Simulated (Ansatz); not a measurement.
# CH₄Si + H₂S: a complex and its separated parts, part 1 of 2

The complex below is one end of an elementary step. How strongly is it bound against its free parts?

Method: PBE0-D4/def2-TZVP structures, single points in def2-TZVPP, no counterpoise correction; program: Ansatz 0.2.0, Gaussian basis.

Levels: SPW92, PBE-D4, BLYP-D4, r2SCAN-D4, B97M-V, PBE0-D4, B3LYP-D4, r2SCAN0-D4, BHLYP-D4, CAM-B3LYP-D4, wB97X-V, wB97M-V, B2PLYP, PBE-QIDH, RPA on PBE, Hartree-Fock, MP2, CCSD, CCSD(T).

Cores are frozen in the correlated methods. B3LYP uses VWN-RPA correlation. B2PLYP carries no dispersion term here.

40 further runs of the same task are left out: 40 set aside as unsound or not needed.

**1. The starting structure**

The complex: 9 atoms, charge 0, spin multiplicity 1.

Atoms are counted from 1 here; the program's logs count them from 0.

Bond lengths: Si1–C2 1.923 Å, Si1–H5 1.534 Å, C2–H6 1.093 Å, C2–H7 1.097 Å, C2–H8 1.092 Å, H3–S4 1.346 Å, S4–H9 1.343 Å. Angles: C2–Si1–H5 96.4°, Si1–C2–H6 111.7°, Si1–C2–H7 105.6°, Si1–C2–H8 116.4°, H6–C2–H7 106.3°, H6–C2–H8 109.1°, H7–C2–H8 107.2°, H3–S4–H9 92.4°.

Coordinates:

```
Si   -0.7547   -0.4100    0.7684
C     1.0327   -0.9713    0.3342
H    -1.5533    0.6836   -1.9614
S    -0.7723    1.2542   -1.0248
H    -0.3528    0.8316    1.5746
H     1.0399   -1.7015   -0.4795
H     1.4009   -1.4974    1.2240
H     1.7489   -0.1781    0.1091
H    -1.7893    1.9889   -0.5445
```

Its parts: CH₄Si holds atoms 1, 2, 5, 6, 7, 8; H₂S holds atoms 3, 4, 9. Each part counts its atoms afresh in its own runs.

**2. Relaxing CH₄Si alone**

relax-a/in.yaml

```yaml
crystal:
  periodic: [false, false, false]
  atoms:
    - {symbol: Si, position_ang: [-0.754719, -0.410045, 0.768393]}
    - {symbol: C, position_ang: [1.032721, -0.971256, 0.334206]}
    - {symbol: H, position_ang: [-0.352782, 0.831628, 1.574579]}
    - {symbol: H, position_ang: [1.039852, -1.701501, -0.479500]}
    - {symbol: H, position_ang: [1.400921, -1.497440, 1.223953]}
    - {symbol: H, position_ang: [1.748938, -0.178109, 0.109107]}
basis:
  gaussian: {orbitals: def2-TZVP}
hamiltonian: {xc: pbe0, dispersion: d4}
relax: {f_tol: 0.005, max_steps: 200}
```

Launch:

```sh
> ansatz run in.yaml --threads 2 --pin off --events-out ev --progress --plain --max-ram 4352MiB
```

Log (excerpt; [...] marks lines left out):

```text
Functional definition: PBE0
  name "PBE0"
  cite "Adamo & Barone, J. Chem. Phys. 110, 6158 (1999) doi:10.1063/1.478522"
  cite "Perdew, Burke & Ernzerhof, Phys. Rev. Lett. 77, 3865 (1996) doi:10.1103/PhysRevLett.77.3865"
  parent pbe
[...]
624 factors; their error is unknown
[...]
mean field -8973.79969568 eV, -329.7810561562 hartree, gradient 3.0e-5 eV, S^2 0.000000; 0 other end points of the search recorded, 0 dependent functions left out
[...]
reference -8973.79972046 eV, -329.7810570670 hartree; 12, 12 occupied and 80, 80 virtual orbitals, 624 factors
[...]
reference -8973.81966460 eV, -329.7817900005 hartree; 12, 12 occupied and 80, 80 virtual orbitals, 624 factors
Total energy: -8973.88544372 eV, -329.7842073387 hartree
Atom 0 at    -0.736828    -0.308039     0.618459 Å, force    -0.000790    -0.000105    -0.001098 eV/Å
Atom 1 at     1.005814    -0.987339     0.329827 Å, force    -0.000073    -0.000384     0.001497 eV/Å
Atom 2 at    -0.292435     0.687818     1.692920 Å, force     0.000207    -0.000716    -0.000416 eV/Å
Atom 3 at     1.054022    -1.767137    -0.431294 Å, force    -0.000053     0.004173     0.003823 eV/Å
Atom 4 at     1.404154    -1.383381     1.273072 Å, force     0.000965     0.000193    -0.003647 eV/Å
Atom 5 at     1.680204    -0.168644     0.047754 Å, force    -0.000256    -0.003160    -0.000159 eV/Å
Dipole moment:     0.235739    -0.054462    -0.002256 e Å
```

Wall time 8.5 s (2 threads of Arm Neoverse V2, shared host).

Along the way: (the energy doesn't fall at every step)

```csv
step,energy from step 1 (eV),largest force component (eV/Å)
1,0.0000,0.4250
2,-0.0109,0.2565
3,-0.0152,0.0531
4,-0.0167,0.0850
5,-0.0172,0.0714
6,-0.0198,0.0258
7,-0.0163,0.2127
8,-0.0200,0.0087
9,-0.0201,0.0297
10,-0.0201,0.0411
11,-0.0203,0.0042
```

Close pairs (by a distance rule), those that changed most:

| bond | before (Å) | after (Å) | change (Å) |
| --- | --- | --- | --- |
| Si1–C2 | 1.923 | 1.893 | -0.031 |
| C2–H6 | 1.092 | 1.098 | +0.005 |
| Si1–H3 | 1.534 | 1.531 | -0.003 |
| C2–H4 | 1.093 | 1.091 | -0.003 |
| C2–H5 | 1.097 | 1.098 | +0.001 |

**3. Relaxing H₂S alone**

relax-b/in.yaml

```yaml
crystal:
  periodic: [false, false, false]
  atoms:
    - {symbol: H, position_ang: [-1.553321, 0.683580, -1.961400]}
    - {symbol: S, position_ang: [-0.772291, 1.254156, -1.024764]}
    - {symbol: H, position_ang: [-1.789319, 1.988887, -0.544474]}
basis:
  gaussian: {orbitals: def2-TZVP}
hamiltonian: {xc: pbe0, dispersion: d4}
relax: {f_tol: 0.005, max_steps: 200}
```

Launch:

```sh
> ansatz run in.yaml --threads 2 --pin off --events-out ev --progress --plain --max-ram 4352MiB
```

Log (excerpt; [...] marks lines left out):

```text
[... 5 set-up lines as earlier in the session ...]
[...]
359 factors; their error is unknown
[...]
mean field -10864.45005607 eV, -399.2611753720 hartree, gradient 3.6e-5 eV, S^2 0.000000; 0 other end points of the search recorded, 0 dependent functions left out
[...]
reference -10864.45047976 eV, -399.2611909423 hartree; 9, 9 occupied and 40, 40 virtual orbitals, 359 factors
Total energy: -10864.46265913 eV, -399.2616385258 hartree
Atom 0 at    -1.552550     0.685789    -1.958582 Å, force    -0.001286    -0.000038    -0.000505 eV/Å
Atom 1 at    -0.773551     1.253567    -1.025893 Å, force     0.001662     0.000456     0.001121 eV/Å
Atom 2 at    -1.788830     1.987266    -0.546163 Å, force    -0.000376    -0.000418    -0.000616 eV/Å
Dipole moment:    -0.233729     0.021610    -0.059007 e Å
```

Run time: 0.8 s. Hardware: 2 threads of Arm Neoverse V2, shared host.

Relaxation path:

| step | energy from step 1 (eV) | largest force component (eV/Å) |
| --- | --- | --- |
| 1 | 0.0000 | 0.1123 |
| 2 | -0.0003 | 0.0483 |
| 3 | -0.0004 | 0.0017 |

Distances of close pairs at the start and the end, largest changes first:

| bond | before (Å) | after (Å) | change (Å) |
| --- | --- | --- | --- |
| H1–S2 | 1.346 | 1.341 | -0.005 |
| S2–H3 | 1.343 | 1.341 | -0.002 |

**4. SPW92/def2-TZVPP**

parta/in.yaml

```yaml
crystal:
  periodic: [false, false, false]
  atoms:
    - {symbol: Si, position_ang: [-0.736828, -0.308039, 0.618459]}
    - {symbol: C, position_ang: [1.005814, -0.987339, 0.329827]}
    - {symbol: H, position_ang: [-0.292435, 0.687818, 1.692920]}
    - {symbol: H, position_ang: [1.054022, -1.767137, -0.431294]}
    - {symbol: H, position_ang: [1.404154, -1.383381, 1.273072]}
    - {symbol: H, position_ang: [1.680204, -0.168644, 0.047754]}
basis:
  gaussian: {orbitals: def2-TZVPP}
hamiltonian: {xc: lda}
```

partb/in.yaml

```yaml
crystal:
  periodic: [false, false, false]
  atoms:
    - {symbol: H, position_ang: [-1.552550, 0.685789, -1.958582]}
    - {symbol: S, position_ang: [-0.773551, 1.253567, -1.025893]}
    - {symbol: H, position_ang: [-1.788830, 1.987266, -0.546163]}
basis:
  gaussian: {orbitals: def2-TZVPP}
hamiltonian: {xc: lda}
```

Each run has its own folder and the same command.

Launch:

```sh
> ansatz run in.yaml --threads 2 --pin off --events-out ev --progress --plain --max-ram 4352MiB
```

Output in parta (excerpt; [...] marks lines left out):

```text
Functional definition: SPW92
  name "SPW92"
  cite "Dirac, Proc. Camb. Phil. Soc. 26, 376 (1930) doi:10.1017/S0305004100016108"
  cite "Slater, Phys. Rev. 81, 385 (1951) doi:10.1103/PhysRev.81.385"
  cite "Perdew & Wang, Phys. Rev. B 45, 13244 (1992) doi:10.1103/PhysRevB.45.13244"
[...]
704 factors; their error is unknown
[...]
mean field -8936.13034454 eV, -328.3967330352 hartree, gradient 1.0e-5 eV, S^2 0.000000; 0 other end points of the search recorded, 0 dependent functions left out
reference -8936.13037620 eV, -328.3967341987 hartree; 12, 12 occupied and 117, 117 virtual orbitals, 704 factors
Total energy: -8936.13037620 eV, -328.3967341987 hartree
```

Log of partb (excerpt; [...] marks lines left out):

```text
[... 5 set-up lines as earlier in the session ...]
[...]
402 factors; their error is unknown
[...]
mean field -10830.30342493 eV, -398.0063098228 hartree, gradient 3.4e-5 eV, S^2 0.000000; 0 other end points of the search recorded, 0 dependent functions left out
reference -10830.30344577 eV, -398.0063105887 hartree; 9, 9 occupied and 61, 61 virtual orbitals, 402 factors
Total energy: -10830.30344577 eV, -398.0063105887 hartree
```

They took 0.45 s (parta), 0.15 s (partb) on 2 threads of Arm Neoverse V2, shared host.

**5. PBE-D4/def2-TZVPP**

Each input of step 4 (parta, partb) changes in the same lines:

```diff
-hamiltonian: {xc: lda}
+hamiltonian: {xc: pbe, dispersion: d4}
```

Each run has its own folder and the same command.

Launch:

```sh
> ansatz run in.yaml --threads 2 --pin off --events-out ev --progress --plain --max-ram 4352MiB
```

Output in parta (excerpt; [...] marks lines left out):

```text
Functional definition: PBE
  name "PBE"
[... 2 set-up lines as earlier in the session ...]
[...]
704 factors; their error is unknown
[...]
mean field -8972.89081411 eV, -329.7476553747 hartree, gradient 7.3e-5 eV, S^2 0.000000; 0 other end points of the search recorded, 0 dependent functions left out
reference -8972.89084805 eV, -329.7476566220 hartree; 12, 12 occupied and 117, 117 virtual orbitals, 704 factors
Total energy: -8972.97076409 eV, -329.7505934822 hartree
```

Log of partb (excerpt; [...] marks lines left out):

```text
[... 4 set-up lines as earlier in the session ...]
[...]
402 factors; their error is unknown
[...]
mean field -10863.54267275 eV, -399.2278296497 hartree, gradient 4.8e-5 eV, S^2 0.000000; 0 other end points of the search recorded, 0 dependent functions left out
reference -10863.54269500 eV, -399.2278304674 hartree; 9, 9 occupied and 61, 61 virtual orbitals, 402 factors
Total energy: -10863.55773159 eV, -399.2283830520 hartree
```

Times: 0.7 s (parta), 0.2 s (partb) on 2 threads of Arm Neoverse V2, shared host.

**6. BLYP-D4/def2-TZVPP**

The same edit goes into each in.yaml of step 5 (parta, partb):

```diff
-hamiltonian: {xc: pbe, dispersion: d4}
+hamiltonian: {xc: {name: BLYP}, dispersion: d4}
```

The same command starts each run, in its folder.

Launch:

```sh
> ansatz run in.yaml --threads 2 --pin off --events-out ev --progress --plain --max-ram 4352MiB
```

parta printed (excerpt; [...] marks lines left out):

```text
Functional definition: BLYP
  name "BLYP"
  cite "Becke, Phys. Rev. A 38, 3098 (1988) doi:10.1103/PhysRevA.38.3098"
  cite "Lee, Yang & Parr, Phys. Rev. B 37, 785 (1988) doi:10.1103/PhysRevB.37.785"
[...]
704 factors; their error is unknown
[...]
mean field -8977.99516938 eV, -329.9352369712 hartree, gradient 7.1e-5 eV, S^2 0.000000; 0 other end points of the search recorded, 0 dependent functions left out
reference -8977.99546840 eV, -329.9352479599 hartree; 12, 12 occupied and 117, 117 virtual orbitals, 704 factors
Total energy: -8978.17928802 eV, -329.9420032061 hartree
```

partb printed (excerpt; [...] marks lines left out):

```text
[... 4 set-up lines as earlier in the session ...]
[...]
402 factors; their error is unknown
[...]
mean field -10868.21005137 eV, -399.3993526504 hartree, gradient 3.4e-5 eV, S^2 0.000000; 0 other end points of the search recorded, 0 dependent functions left out
reference -10868.21026523 eV, -399.3993605096 hartree; 9, 9 occupied and 61, 61 virtual orbitals, 402 factors
Total energy: -10868.24595683 eV, -399.4006721518 hartree
```

Wall times: 0.7 s (parta), 0.2 s (partb) on 2 threads of Arm Neoverse V2, shared host.

**7. r2SCAN-D4/def2-TZVPP**

Each input of step 6 (parta, partb) changes in the same lines:

```diff
-hamiltonian: {xc: {name: BLYP}, dispersion: d4}
+hamiltonian: {xc: r2scan, dispersion: d4}
```

The same command starts each run, in its folder.

Launch:

```sh
> ansatz run in.yaml --threads 2 --pin off --events-out ev --progress --plain --max-ram 4352MiB
```

Log of parta (excerpt; [...] marks lines left out):

```text
Functional definition: r2SCAN
  name "r2SCAN"
  cite "Furness, Kaplan, Ning, Perdew & Sun, J. Phys. Chem. Lett. 11, 8208 (2020) doi:10.1021/acs.jpclett.0c02405"
  cite "Furness, Kaplan, Ning, Perdew & Sun, J. Phys. Chem. Lett. 11, 9248 (2020) doi:10.1021/acs.jpclett.0c03077"
  parent r2scan
[...]
704 factors; their error is unknown
[...]
mean field -8977.03206935 eV, -329.8998436976 hartree, gradient 3.3e-5 eV, S^2 0.000000; 0 other end points of the search recorded, 0 dependent functions left out
reference -8977.03207924 eV, -329.8998440613 hartree; 12, 12 occupied and 117, 117 virtual orbitals, 704 factors
Total energy: -8977.04982677 eV, -329.9004962709 hartree
```

partb printed (excerpt; [...] marks lines left out):

```text
[... 5 set-up lines as earlier in the session ...]
[...]
402 factors; their error is unknown
[...]
mean field -10867.52469956 eV, -399.3741664361 hartree, gradient 3.3e-5 eV, S^2 0.000000; 0 other end points of the search recorded, 0 dependent functions left out
reference -10867.52470626 eV, -399.3741666821 hartree; 9, 9 occupied and 61, 61 virtual orbitals, 402 factors
Total energy: -10867.52805449 eV, -399.3742897274 hartree
```

Times: 1.4 s (parta), 0.6 s (partb) on 2 threads of Arm Neoverse V2, shared host.

**8. B97M-V/def2-TZVPP**

Each input of step 7 (parta, partb) changes in the same lines:

```diff
-hamiltonian: {xc: r2scan, dispersion: d4}
+hamiltonian: {xc: {name: B97M-V}}
```

Each run has its own folder and the same command.

Launch:

```sh
> ansatz run in.yaml --threads 2 --pin off --events-out ev --progress --plain --max-ram 4352MiB
```

Output in parta (excerpt; [...] marks lines left out):

```text
Functional definition: B97M-V
  name "B97M-V"
  cite "Mardirossian & Head-Gordon, J. Chem. Phys. 142, 074111 (2015) doi:10.1063/1.4907719"
  cite "Becke, J. Chem. Phys. 107, 8554 (1997) doi:10.1063/1.475007"
  cite "Vydrov & Van Voorhis, J. Chem. Phys. 133, 244103 (2010) doi:10.1063/1.3521275"
  # Of w^i u^j: cxij and so on, Table III.
[...]
  gx(w, u) = cx00 + cx01*u + cx02*u^2 + (cx10 + cx11*u)*w
[...]
  gos(w, u) = cos00 + cos01*u + cos03*u^3 + cos10*w + cos32*w^3*u^2
[...]
      + integral(e_c_pw_mod_opposite_spin*gos(b97_w_opposite, b97_u_opposite)) + vv10(b, c)
704 factors; their error is unknown
[...]
mean field -8976.69071795 eV, -329.8872992653 hartree, gradient 2.4e-5 eV, S^2 0.000000; 0 other end points of the search recorded, 0 dependent functions left out
reference -8976.69076704 eV, -329.8873010692 hartree; 12, 12 occupied and 117, 117 virtual orbitals, 704 factors
Total energy: -8976.69076704 eV, -329.8873010692 hartree
```

Log of partb (excerpt; [...] marks lines left out):

```text
[... 5 set-up lines as earlier in the session ...]
  # Of w^i u^j: cxij and so on, Table III.
[...]
  gx(w, u) = cx00 + cx01*u + cx02*u^2 + (cx10 + cx11*u)*w
[...]
  gos(w, u) = cos00 + cos01*u + cos03*u^3 + cos10*w + cos32*w^3*u^2
[...]
      + integral(e_c_pw_mod_opposite_spin*gos(b97_w_opposite, b97_u_opposite)) + vv10(b, c)
402 factors; their error is unknown
[...]
mean field -10865.55701585 eV, -399.3018553932 hartree, gradient 4.1e-5 eV, S^2 0.000000; 0 other end points of the search recorded, 0 dependent functions left out
reference -10865.55705050 eV, -399.3018566666 hartree; 9, 9 occupied and 61, 61 virtual orbitals, 402 factors
Total energy: -10865.55705050 eV, -399.3018566666 hartree
```

Wall times: 2.8 s (parta), 0.9 s (partb) on 2 threads of Arm Neoverse V2, shared host.

**9. PBE0-D4/def2-TZVPP**

Each input of step 8 (parta, partb) changes in the same lines:

```diff
-hamiltonian: {xc: {name: B97M-V}}
+hamiltonian: {xc: pbe0, dispersion: d4}
+output: {orbitals: {seedname: orbitals}}
```

One command serves all of them, each in its own folder.

Launch:

```sh
> ansatz run in.yaml --threads 2 --pin off --events-out ev --progress --plain --max-ram 4352MiB
```

Output in parta (excerpt; [...] marks lines left out):

```text
[... 5 set-up lines as earlier in the session ...]
[...]
707 factors; their error is unknown
[...]
mean field -8973.85386453 eV, -329.7830468250 hartree, gradient 3.4e-5 eV, S^2 0.000000; 0 other end points of the search recorded, 0 dependent functions left out
reference -8973.85388966 eV, -329.7830477485 hartree; 12, 12 occupied and 117, 117 virtual orbitals, 707 factors
Total energy: -8973.91966879 eV, -329.7854650867 hartree
```

Output in partb (excerpt; [...] marks lines left out):

```text
[... 5 set-up lines as earlier in the session ...]
[...]
433 factors; their error is unknown
[...]
mean field -10864.48423135 eV, -399.2624312901 hartree, gradient 7.7e-6 eV, S^2 0.000000; 0 other end points of the search recorded, 0 dependent functions left out
reference -10864.48424796 eV, -399.2624319008 hartree; 9, 9 occupied and 61, 61 virtual orbitals, 433 factors
Total energy: -10864.49642733 eV, -399.2628794842 hartree
```

Times: 0.75 s (parta), 0.25 s (partb) on 2 threads of Arm Neoverse V2, shared host.

**10. B3LYP-D4/def2-TZVPP**

The same edit goes into each in.yaml of step 9 (parta, partb):

```diff
-hamiltonian: {xc: pbe0, dispersion: d4}
-output: {orbitals: {seedname: orbitals}}
+hamiltonian: {xc: {name: B3LYP}, dispersion: d4}
```

One command serves all of them, each in its own folder.

Launch:

```sh
> ansatz run in.yaml --threads 2 --pin off --events-out ev --progress --plain --max-ram 4352MiB
```

Log of parta (excerpt; [...] marks lines left out):

```text
Functional definition: B3LYP
  name "B3LYP"
  cite "Stephens, Devlin, Chabalowski & Frisch, J. Phys. Chem. 98, 11623 (1994) doi:10.1021/j100096a001"
[... 2 set-up lines as earlier in the session ...]
  cite "Vosko, Wilk & Nusair, Can. J. Phys. 58, 1200 (1980) doi:10.1139/p80-159"
[...]
707 factors; their error is unknown
[...]
mean field -8979.42979721 eV, -329.9879585713 hartree, gradient 7.4e-5 eV, S^2 0.000000; 0 other end points of the search recorded, 0 dependent functions left out
reference -8979.43001829 eV, -329.9879666959 hartree; 12, 12 occupied and 117, 117 virtual orbitals, 707 factors
Total energy: -8979.56059140 eV, -329.9927651693 hartree
```

Log of partb (excerpt; [...] marks lines left out):

```text
[... 6 set-up lines as earlier in the session ...]
[...]
414 factors; their error is unknown
[...]
mean field -10868.95566142 eV, -399.4267533144 hartree, gradient 5.8e-6 eV, S^2 0.000000; 0 other end points of the search recorded, 0 dependent functions left out
reference -10868.95581914 eV, -399.4267591105 hartree; 9, 9 occupied and 61, 61 virtual orbitals, 414 factors
Total energy: -10868.98025403 eV, -399.4276570762 hartree
```

Times: 0.85 s (parta), 0.25 s (partb) on 2 threads of Arm Neoverse V2, shared host.

**11. r2SCAN0-D4/def2-TZVPP**

Each input of step 10 (parta, partb) changes in the same lines:

```diff
-hamiltonian: {xc: {name: B3LYP}, dispersion: d4}
+hamiltonian: {xc: {name: r2SCAN0}, dispersion: d4}
```

The same command starts each run, in its folder.

Launch:

```sh
> ansatz run in.yaml --threads 2 --pin off --events-out ev --progress --plain --max-ram 4352MiB
```

Log of parta (excerpt; [...] marks lines left out):

```text
Functional definition: r2SCAN0
  name "r2SCAN0"
  cite "Bursch, Neugebauer, Ehlert & Grimme, J. Chem. Phys. 156, 134105 (2022) doi:10.1063/5.0086040"
[... 3 set-up lines as earlier in the session ...]
[...]
707 factors; their error is unknown
[...]
mean field -8976.85388153 eV, -329.8932954160 hartree, gradient 3.6e-5 eV, S^2 0.000000; 0 other end points of the search recorded, 0 dependent functions left out
reference -8976.85388942 eV, -329.8932957060 hartree; 12, 12 occupied and 117, 117 virtual orbitals, 707 factors
Total energy: -8976.87476173 eV, -329.8940627492 hartree
```

Output in partb (excerpt; [...] marks lines left out):

```text
[... 6 set-up lines as earlier in the session ...]
[...]
433 factors; their error is unknown
[...]
mean field -10867.41045453 eV, -399.3699680086 hartree, gradient 1.4e-5 eV, S^2 0.000000; 0 other end points of the search recorded, 0 dependent functions left out
reference -10867.41045987 eV, -399.3699682049 hartree; 9, 9 occupied and 61, 61 virtual orbitals, 433 factors
Total energy: -10867.41431788 eV, -399.3701099841 hartree
```

They took 1.4 s (parta), 0.6 s (partb) on 2 threads of Arm Neoverse V2, shared host.

**12. BHLYP-D4/def2-TZVPP**

The same edit goes into each in.yaml of step 11 (parta, partb):

```diff
-hamiltonian: {xc: {name: r2SCAN0}, dispersion: d4}
+hamiltonian: {xc: {name: BHLYP}, dispersion: d4}
```

The same command starts each run, in its folder.

Launch:

```sh
> ansatz run in.yaml --threads 2 --pin off --events-out ev --progress --plain --max-ram 4352MiB
```

parta printed (excerpt; [...] marks lines left out):

```text
Functional definition: BHLYP
  name "BHLYP"
  cite "Becke, J. Chem. Phys. 98, 1372 (1993) doi:10.1063/1.464304"
[... 2 set-up lines as earlier in the session ...]
[...]
767 factors; their error is unknown
[...]
mean field -8977.95394856 eV, -329.9337221339 hartree, gradient 4.8e-5 eV, S^2 0.000000; 0 other end points of the search recorded, 0 dependent functions left out
reference -8977.95409748 eV, -329.9337276064 hartree; 12, 12 occupied and 117, 117 virtual orbitals, 767 factors
Total energy: -8978.05002227 eV, -329.9372527774 hartree
```

Log of partb (excerpt; [...] marks lines left out):

```text
[... 5 set-up lines as earlier in the session ...]
[...]
453 factors; their error is unknown
[...]
mean field -10868.25164237 eV, -399.4008810915 hartree, gradient 1.3e-5 eV, S^2 0.000000; 0 other end points of the search recorded, 0 dependent functions left out
reference -10868.25174907 eV, -399.4008850126 hartree; 9, 9 occupied and 61, 61 virtual orbitals, 453 factors
Total energy: -10868.26807602 eV, -399.4014850170 hartree
```

Times: 0.8 s (parta), 0.25 s (partb) on 2 threads of Arm Neoverse V2, shared host.

(Continued in part 2 of 2.)
